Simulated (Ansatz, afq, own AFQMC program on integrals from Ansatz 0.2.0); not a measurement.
# C, triplet in cc-pVDZ, levels against full CI

A free C atom.

Basis cc-pVDZ. Noble-gas cores (and the filled d shells of Ga–Kr and In–Xe) are frozen. AFQMC by an in-house program on the Cholesky factors that Ansatz 0.2.0 writes for its CCSD(T) run. ph-AFQMC/CISD is guided by a CISD state made of CCSD amplitudes; releasing the constraint for a short imaginary time cuts its bias at the price of noise, slowly where states lie close. Free projection: walkers drawn from exp(T), propagated without any constraint. Its projection time is finite, and what remains of the start isn't in its error. Uncertainties: one standard error, sampling alone.

Determinant: UHF, the one that the program's search chose, which needn't be the lowest solution.

Full CI on the same integrals is exact in this basis and with this determinant's frozen core.

The T1 diagnostic is 0.0066. The weight of the determinant in the CISD state is 0.954 and the ⟨S²⟩ of the determinant is 2.006. The size of the correlated space is 4 electrons in 13 orbitals.

```json
{"level": "MP2", "correlation energy (eV)": "-1.4086"}
{"level": "CCSD", "correlation energy (eV)": "-1.9839"}
{"level": "CCSD(T)", "correlation energy (eV)": "-2.0091"}
```

(1) Estimate where phaseless AFQMC with a CISD trial lies against CCSD(T) on the same integrals.

(1) 0.6 ± 0.05 kJ/mol below CCSD(T).

Reference: full CI, correlation energy -2.018 eV. The released energy is read at 1.50 1/Eh (meV from the phaseless value at times in 1/Eh: -2.6 ± 1.8 at 0.24, -2.1 ± 0.4 at 0.50, -2.7 ± 0.6 at 1.00, -3.4 ± 0.7 at 1.50).

```csv
level,E − E(reference) (kJ/mol),share of correlation (%)
CCSD(T),0.9,99.54
CCSDT,0.1,99.96
CCSDT(Q),0.0,99.99
ph-AFQMC/HF,12.1 ± 0.9,93.78
ph-AFQMC/CISD,0.3 ± 0.05,99.84
released AFQMC,0.0 ± 0.07,100.01
free AFQMC,0.0 ± 0.03,99.99
```

CCSDT and higher add their correlation energy to the determinant of the CCSD(T) run, since their own runs factorise the integrals more tightly (a shift of under 2 meV). Free projections are given only where their last times agree within the noise and don't stop above the reference; a slow remainder of the start can still hide under it. A walk keeps the symmetry of its determinant, which the program's search chose and which needn't be the lowest solution, so a lower state of the same spin and another symmetry isn't excluded. Released energies are given only where the last usable release times agree within the noise; a slower fall can still hide under it.
